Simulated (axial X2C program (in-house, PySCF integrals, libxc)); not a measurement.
## Potential curves of SiF⁻, 2c

Computed with an in-house all-electron X2C program for linear molecules (integrals from PySCF). Two-component (2c) means X2C with spin–orbit coupling and atomic mean-field two-electron Coulomb and Gaunt terms. Basis: Si dyall-av3z [9s8p3d2f], F dyall-av3z [7s6p3d2f] (cores contracted in-house); Gaussian nuclei, density fitting, unrestricted open shells. Masses: Si 27.977 u, F 18.998 u.

State: Ω = 1 (⟨Sz⟩ = 1.00, ⟨Lz⟩ = 0.00 at PBE0). Energies in eV from the fragments at the same level (Si + F-). Fits are polynomials in 1 − R0/R over 0.85 to 1.23 times the lowest point R0.

```json
{"R (Å)": "1.4816", "PBE0": "-2.9876", "MP2": "-2.6554", "BP86": "-2.7962", "CCSD(T)": ""}
{"R (Å)": "1.5497", "PBE0": "-3.3915", "MP2": "-3.0807", "BP86": "-3.2306", "CCSD(T)": "-3.1448"}
{"R (Å)": "1.6008", "PBE0": "-3.5592", "MP2": "-3.2628", "BP86": "-3.4200", "CCSD(T)": "-3.3230"}
{"R (Å)": "1.6519", "PBE0": "-3.6427", "MP2": "-3.3594", "BP86": "-3.5241", "CCSD(T)": "-3.4159"}
{"R (Å)": "1.7030", "PBE0": "-3.6631", "MP2": "-3.3920", "BP86": "-3.5642", "CCSD(T)": "-3.4449"}
{"R (Å)": "1.7626", "PBE0": "-3.6289", "MP2": "-3.3707", "BP86": "-3.5517", "CCSD(T)": "-3.4195"}
{"R (Å)": "1.8222", "PBE0": "-3.5502", "MP2": "-3.3038", "BP86": "-3.4934", "CCSD(T)": "-3.3490"}
{"R (Å)": "1.8988", "PBE0": "-3.4063", "MP2": "-3.1735", "BP86": "-3.3738", "CCSD(T)": "-3.2143"}
{"R (Å)": "1.9925", "PBE0": "-3.1923", "MP2": "-2.9740", "BP86": "-3.1868", "CCSD(T)": ""}
{"R (Å)": "2.1288", "PBE0": "-2.8520", "MP2": "-2.6508", "BP86": "-2.8803", "CCSD(T)": ""}
```

Correlated methods: 12 electrons correlated (number of frozen shells: Si 2 s, 1 p; F 1 s), 198 virtual spin orbitals or spinors in MP2, 90 natural virtuals in coupled cluster.

The state is one determinant whose occupation by symmetry is held fixed; it was picked as the lowest of a PBE0 search that is not exhaustive. Dissociation energies refer to the lowest single-determinant-based atoms at the same level and basis. Density functionals use the spin component along the axis (collinear). CCSD and (T) use frozen natural virtuals with an MP2 correction for the truncation; (T) itself is uncorrected, so its De runs slightly low. In 2c an atomic determinant is not the ground J level, so De misses part of the atomic spin–orbit lowering. This holds for PBE0, MP2, BP86, CCSD(T). PBE0 can misorder states that lie within some tenths of an eV, so this need not be the ground state of the molecule. The nearest other 2c determinant of the search, Ω = 0, lies 0.67 eV up at the distance of the search. Without a current term, density functionals place determinants with orbital angular momentum somewhat too high. With several unpaired electrons one determinant need not be a pure state. Open-shell Ω = 0 determinants with evenly filled partner blocks cannot be reached by this program, so the Ω shown need not be the lowest component. This is the Ω = 1 component of a π² triplet; the 0⁺ component is not one determinant and can lie lowest. The highest occupied level of some functionals is positive through self-interaction error; at Hartree–Fock it is bound. Coupled cluster ran on the points near the minimum only. MP2 and coupled cluster on one determinant become unreliable at the stretched end.

Question: Fit the PBE0 curve near its minimum: give the equilibrium distance, the harmonic wavenumber and the well depth.

Answer: At PBE0, 2c: Re = 1.697 Å, ωe ≈ 665 cm⁻¹, De = 3.66 eV to Si + F-; Be follows as 0.517 cm⁻¹.

Question: Fit the MP2 curve near its minimum: give the equilibrium distance, the harmonic wavenumber and the well depth.

Answer: At MP2, 2c: Re = 1.710 Å, ωe ≈ 647 cm⁻¹, De = 3.39 eV to Si + F-; Be follows as 0.51 cm⁻¹.

Question: Fit the BP86 curve near its minimum: give the equilibrium distance, the harmonic wavenumber and the well depth.

Answer: At BP86, 2c: Re = 1.719 Å, ωe ≈ 631 cm⁻¹, De = 3.57 eV to Si + F-; Be follows as 0.504 cm⁻¹.

Question: Fit the CCSD(T) curve near its minimum: give the equilibrium distance, the harmonic wavenumber and the well depth.

Answer: At CCSD(T), 2c: Re = 1.706 Å, ωe ≈ 653 cm⁻¹, De = 3.44 eV to Si + F-; Be follows as 0.512 cm⁻¹.
